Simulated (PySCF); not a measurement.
CH₆N (charge +1).
SMILES with atom numbers: `[CH3:1][NH3+:2]` (hydrogens: H3, H4, H5 on C1; H6, H7, H8 on N2)

Method: PBE0-D3(BJ)/def2-SVP geometry optimisation, gas phase in PySCF 2.14.0; density fitting, grid level 1; the optimiser is geomeTRIC in internal coordinates, started from a GFN2-xTB structure with every atom displaced at random (about 0.03 Å).

Step 1: E = -2613.1027 eV
```
atom  x, y, z in Å  |  force x, y, z in eV/Å
C1     -0.7064    0.1066   -0.0351   -1.165  -0.118   0.024
N2      0.7399   -0.1249    0.0026    0.801   0.271   0.028
H3     -1.1682   -0.5482   -0.7824    0.082  -0.152  -0.011
H4     -0.9704    1.1378   -0.3049    0.441   0.083   0.017
H5     -1.1484   -0.1084    0.9470    0.131  -0.066   0.004
H6      1.0067   -1.0883    0.2559   -0.215   0.007  -0.023
H7      1.2109    0.4869    0.6848   -0.035  -0.001   0.029
H8      1.1923    0.0717   -0.9008   -0.039  -0.024  -0.068
```

Step 2: E = -2613.1321 eV
```
atom  x, y, z in Å  |  force x, y, z in eV/Å
C1     -0.7229    0.1014   -0.0355   -0.373  -0.084   0.098
N2      0.7403   -0.1142    0.0015    0.339  -0.124   0.069
H3     -1.1657   -0.5646   -0.7844    0.012  -0.046  -0.018
H4     -0.9298    1.1404   -0.3039    0.027   0.141  -0.023
H5     -1.1465   -0.1180    0.9545    0.061   0.008  -0.067
H6      0.9888   -1.0832    0.2531   -0.055   0.071  -0.022
H7      1.2068    0.4947    0.6869   -0.012   0.027   0.043
H8      1.1854    0.0767   -0.9051    0.002   0.007  -0.081
```

Q: Estimate the geometry and energy of step 3. (The exact step hangs on the optimiser's Hessian estimate; all steps are aligned on step 2, rigid shifts and turns removed.)

A: E = -2613.1351 eV, largest force 0.105 eV/Å
```
atom  x, y, z in Å  |  force x, y, z in eV/Å
C1     -0.7293    0.1012   -0.0358   -0.063   0.044  -0.005
N2      0.7436   -0.1136    0.0020    0.098  -0.037  -0.006
H3     -1.1652   -0.5710   -0.7848   -0.001   0.012   0.000
H4     -0.9260    1.1473   -0.3039   -0.007  -0.047   0.010
H5     -1.1437   -0.1204    0.9550   -0.003   0.011  -0.006
H6      0.9856   -1.0825    0.2527   -0.006   0.014  -0.002
H7      1.2062    0.4959    0.6905   -0.010   0.000  -0.004
H8      1.1852    0.0763   -0.9085   -0.010   0.003   0.013
```

The energy changes by -0.0030 eV. The first-order estimate −F·Δx gives -0.0057 eV and the mean of the old and new forces, exact on a quadratic surface, -0.0029 eV. The step makes an angle of 48° with the force vector and moves no atom by more than 0.008 Å.

The cost below is that of the whole optimisation. The run took 3.6 s of wall time on one thread of an Arm Neoverse V1, shared host with 64 logical CPUs at a one-minute load of 18, and the process peaked at 0.32 GiB of memory.
